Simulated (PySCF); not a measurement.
# Bond curve of LiS

Set-up: PySCF, no relativity, basis sets Li STO-3G, S STO-3G. Energies in eV from Li + S in their ground configurations at the same level. State: ²Π (doublet), unpaired electrons π ↑.

All columns are PBE0. A positive dipole means Li(−)S(+).

```json
{"R (Å)": "1.737", "E (eV)": "-2.967", "μ (D)": "-1.92", "Mulliken charge on Li (basis-dependent)": "-0.13", "HOMO (eV)": "-4.25", "LUMO (eV)": "-1.80", "Mayer bond order": "1.74", "⟨S²⟩": "0.75"}
{"R (Å)": "1.818", "E (eV)": "-3.355", "μ (D)": "-2.01", "Mulliken charge on Li (basis-dependent)": "-0.13", "HOMO (eV)": "-4.13", "LUMO (eV)": "-1.56", "Mayer bond order": "1.75", "⟨S²⟩": "0.75"}
{"R (Å)": "1.899", "E (eV)": "-3.575", "μ (D)": "-2.12", "Mulliken charge on Li (basis-dependent)": "-0.13", "HOMO (eV)": "-3.91", "LUMO (eV)": "-1.33", "Mayer bond order": "1.74", "⟨S²⟩": "0.75"}
{"R (Å)": "1.959", "E (eV)": "-3.656", "μ (D)": "-2.21", "Mulliken charge on Li (basis-dependent)": "-0.13", "HOMO (eV)": "-3.75", "LUMO (eV)": "-1.16", "Mayer bond order": "1.73", "⟨S²⟩": "0.75"}
{"R (Å)": "2.020", "E (eV)": "-3.680", "μ (D)": "-2.29", "Mulliken charge on Li (basis-dependent)": "-0.13", "HOMO (eV)": "-3.59", "LUMO (eV)": "-1.00", "Mayer bond order": "1.71", "⟨S²⟩": "0.76"}
{"R (Å)": "2.081", "E (eV)": "-3.658", "μ (D)": "-2.39", "Mulliken charge on Li (basis-dependent)": "-0.13", "HOMO (eV)": "-3.44", "LUMO (eV)": "-0.85", "Mayer bond order": "1.70", "⟨S²⟩": "0.76"}
{"R (Å)": "2.161", "E (eV)": "-3.573", "μ (D)": "-2.51", "Mulliken charge on Li (basis-dependent)": "-0.12", "HOMO (eV)": "-3.24", "LUMO (eV)": "-0.65", "Mayer bond order": "1.67", "⟨S²⟩": "0.76"}
{"R (Å)": "2.262", "E (eV)": "-3.402", "μ (D)": "-2.67", "Mulliken charge on Li (basis-dependent)": "-0.11", "HOMO (eV)": "-3.01", "LUMO (eV)": "-0.42", "Mayer bond order": "1.63", "⟨S²⟩": "0.76"}
{"R (Å)": "2.384", "E (eV)": "-3.132", "μ (D)": "-2.85", "Mulliken charge on Li (basis-dependent)": "-0.10", "HOMO (eV)": "-2.76", "LUMO (eV)": "-0.18", "Mayer bond order": "1.58", "⟨S²⟩": "0.77"}
{"R (Å)": "2.545", "E (eV)": "-2.710", "μ (D)": "-3.06", "Mulliken charge on Li (basis-dependent)": "-0.08", "HOMO (eV)": "-2.48", "LUMO (eV)": "-0.20", "Mayer bond order": "1.51", "⟨S²⟩": "0.78"}
```

A fit through these points gives, at Re = 2.019 Å, μ = -2.29 D and dμ/dR = -1.49 D/Å; the reduced mass is 5.753 u.

Q: How strong is the fundamental in the double-harmonic approximation, I = 42.26·(dμ/dR)²/μred km/mol?

A: I = 42.26·(-1.49)²/5.753 = 16.3 km/mol at PBE0.

STO-3G is very small, so such numbers show the basis as much as the molecule. The state is the lowest determinant that a PBE0 search found; another state may lie lower at other levels.
